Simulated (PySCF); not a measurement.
# Accurate constants of CF+, step by step

An exercise on one series of results from a longer session: the logs are not shown, and one member is left open.

Method: CCSD(T) on RHF, no relativity in the base curves; scalar relativity is added as a correction; program: PySCF 2.14.0.

2 further runs of the same task are left out: 2 set aside as unsound or not needed.

Set-up of the first run:

```
molecule             : CF+
state                : singlet, unpaired electrons none
smaller basis        : C aug-cc-pVTZ, F aug-cc-pVTZ
larger basis         : C aug-cc-pVQZ, F aug-cc-pVQZ
frozen core orbitals : 2
extrapolation        : correlation as n⁻³ (n = 3, 4), Hartree–Fock as (n+1)·exp(−9√n)
corrections          : core–valence correlation, scalar relativity
distances (Å)        : 1.0196, 1.0660, 1.1123, 1.1586, 1.2050, 1.2629, 1.3209
masses (u)           : 12.0000, 18.9984
dissociation limit   : C+ + F
```

Command:

```console
$ OMP_NUM_THREADS=4 python comp.py task.json out
```

One of the session's tables, all rows but one given; the rest of the session is left out.

```
                   level  Re (Å)  ωe (cm⁻¹)  ωexe (cm⁻¹)  αe (cm⁻¹)  De (eV)
CCSD(T)/aug-cc-pVTZ(-PP)  1.1628     1775.5         12.9     0.0183    7.709
CCSD(T)/aug-cc-pVQZ(-PP)  1.1580     1784.8         12.8     0.0185    7.827
                  HF/CBS  1.1293     1977.1         12.4     0.0173    5.499
                 MP2/CBS  1.1526     1823.6         11.9     0.0179    8.295
                CCSD/CBS       ?          ?            ?          ?        ?
             CCSD(T)/CBS  1.1561     1791.4         12.9     0.0186    7.893
          CCSD(T)/CBS+CV  1.1539     1799.2         13.0     0.0187    7.922
       CCSD(T)/CBS+CV+SR  1.1539     1797.7         13.0     0.0187    7.918
```

Q: Estimate the row for CCSD/CBS from the others.

The run gave: Re (Å): 1.1495; ωe (cm⁻¹): 1842.5; ωexe (cm⁻¹): 12.4; αe (cm⁻¹): 0.0180; De (eV): 7.620. In the column «Re (Å)» it lies between HF/CBS (1.1293) and MP2/CBS (1.1526).
